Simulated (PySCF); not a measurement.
These compounds are isomers of formula C₅H₆O.

A. `InChI=1S/C5H6O/c1-3-4-5-6-2/h1,4-5H,2H3/b5-4+`
B. `C[C@@H](C#C)C=O`
C. SMILES C1=CC1=CCO

Spectrum 1. 1H NMR (400 MHz, computed): δ 9.46 (d, J = 6.0 Hz, 1H), 3.06 (qdd, J = 7.5, 6.0, 3.5 Hz, 1H), 1.88 (d, J = 3.5 Hz, 1H), 1.41 (d, J = 7.5 Hz, 3H). 13C{1H} NMR (computed): δ 200.4 (CH), 85.1 (C), 82.7 (CH), 41.0 (CH), 17.6 (CH3).

Spectrum 2. 1H NMR (400 MHz, computed): δ 7.24 (d, J = 14.6 Hz, 1H), 4.69 (dd, J = 14.6, 3.6 Hz, 1H), 3.69 (s, 3H), 2.40 (d, J = 3.6 Hz, 1H). 13C{1H} NMR (computed): δ 169.7 (CH), 86.1 (CH), 84.8 (CH), 84.3 (C), 55.8 (CH3).

Spectrum 3. 1H NMR (400 MHz, computed): δ 8.34 (t, J = 1.9 Hz, 1H), 8.23 (t, J = 2.2 Hz, 1H), 4.88 (tt, J = 7.5, 2.2 Hz, 1H), 4.50 (d, J = 7.5 Hz, 2H), -0.17 (br s, 1H). 13C{1H} NMR (computed): δ 142.7 (CH), 142.6 (CH), 118.6 (C), 85.9 (CH), 69.7 (CH2).

Theory: J: B3LYP/pcJ-1 (spin–dipole term left out of most H,H and C,H couplings), structure optimised with GFN2-xTB, GIAO PBE0/pcSseg-1 shieldings, in PySCF 2.14 (a single conformation, relativity neglected, equivalent nuclei averaged, in vacuum).

Referencing at the same level of theory: 1H (σref 31.72) and 13C (σref 186.93) vs TMS. Multiplet labels drop J under 1 Hz and among equivalent protons, and merge close values. Unscaled 3J(H,H) run several per cent high. Vicinal couplings that depend on rotamer populations or ring flexing (ring, CH–CH, X–H and H–F types) are those of the one conformer. Shifts are as computed. Against solution values, carbons near 30 ppm lie about +3 ppm off and those near 130 ppm about +5 ppm. Of 1211 compounds with measured shifts, 218 miss one by over three times the rms of a fit or turn the order of signals round; such compounds aren't used in these exercises. OH and NH positions are gas-phase values without hydrogen bonding to other molecules.

Question: Match each spectrum to its structure.

Answer: 1–B, 2–A, 3–C.

- Spectrum 1 (B): 5 13C signals; δC 200.4 is an aldehyde carbonyl carbon; δC 85.1 is an alkyne carbon.
- Spectrum 2 (A): 5 13C signals; δC 169.7 is an alkene carbon bearing oxygen; δC 86.1 is a β carbon of an enol-ether or enamine type C=C.
- Spectrum 3 (C): 5 13C signals; δC 142.7 is an alkene CH; δC 142.6 is an alkene CH.
